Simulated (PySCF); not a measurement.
Species: hexatriene, C6H8.
Numbering: `[CH2:1]=[CH:2]/[CH:3]=[CH:4]/[CH:5]=[CH2:6]` (hydrogens: H7, H8 on C1; H9 on C2; H10 on C3; H11 on C4; H12 on C5; H13, H14 on C6)

The same species was optimised twice, with GFN2-xTB and with PBE0-D3(BJ)/def2-SVP (PySCF), and the same property calculations (PySCF, gas phase) were run on both structures.

| coordinate | GFN2-xTB | PBE0-D3(BJ)/def2-SVP | change |
| --- | --- | --- | --- |
| C5=C6 (Å) | 1.331 | 1.342 | +0.011 |
| C1=C2 (Å) | 1.332 | 1.342 | +0.010 |
| C2–C3 (Å) | 1.439 | 1.447 | +0.008 |
| C4–C5 (Å) | 1.439 | 1.447 | +0.008 |
| C3=C4 (Å) | 1.343 | 1.351 | +0.008 |
| C4–C5–C6 (°) | 123.7 | 124.4 | +0.7 |
| C1–C2–C3 (°) | 123.8 | 124.4 | +0.6 |
| C3–C4–C5 (°) | 123.8 | 124.2 | +0.4 |
| C2–C3–C4 (°) | 123.8 | 124.2 | +0.4 |
| C1–C2–C3–C4 (°) | 180 | 180 | 0 |
| C3–C4–C5–C6 (°) | 180 | 180 | 0 |

Rotational constants: A = 26807, B = 1360, C = 1294 MHz (GFN2-xTB) against A = 26496, B = 1335, C = 1271 MHz (PBE0-D3(BJ)/def2-SVP). Point groups within 0.08 Å: C2h and C2h. Atoms that the bonding makes alike are paired by their places after alignment.

On the GFN2-xTB structure: HOMO (eV) -6.26 [PBE0/pcSseg-1]; LUMO (eV) -1.39 [PBE0/pcSseg-1]; GIAO shielding of C1/C6 (mean) (ppm) 61.3 [PBE0/pcSseg-1]; GIAO shielding of C2/C5 (mean) (ppm) 41.2 [PBE0/pcSseg-1]; GIAO shielding of C3/C4 (mean) (ppm) 44.3 [PBE0/pcSseg-1].

What do these properties become on the PBE0-D3(BJ)/def2-SVP structure?

```tsv
property	level	on GFN2-xTB	on PBE0-D3(BJ)/def2-SVP	change
HOMO (eV)	PBE0/pcSseg-1	-6.26	-6.26	0.00
LUMO (eV)	PBE0/pcSseg-1	-1.39	-1.46	-0.07
energy, GFN2-xTB geometry as zero (kcal/mol)	PBE0/pcSseg-1	0.0	-0.4	-0.4
GIAO shielding of C1/C6 (mean) (ppm)	PBE0/pcSseg-1	61.3	58.1	-3.2
GIAO shielding of C2/C5 (mean) (ppm)	PBE0/pcSseg-1	41.2	39.0	-2.2
GIAO shielding of C3/C4 (mean) (ppm)	PBE0/pcSseg-1	44.3	42.7	-1.6
```

The heavy atoms differ by 0.019 Å rms after alignment. Among bonds between heavy atoms C1=C2 and C5=C6 change most and about equally (+0.010 to +0.011 Å). Changes are differences of the printed values. Neither structure is proved a minimum here.

Conformer computed: `[CH2:1]=[CH:2]/[CH:3]=[CH:4]/[CH:5]=[CH2:6]`: C1–C2–C3–C4 180°, C3–C4–C5–C6 180°.
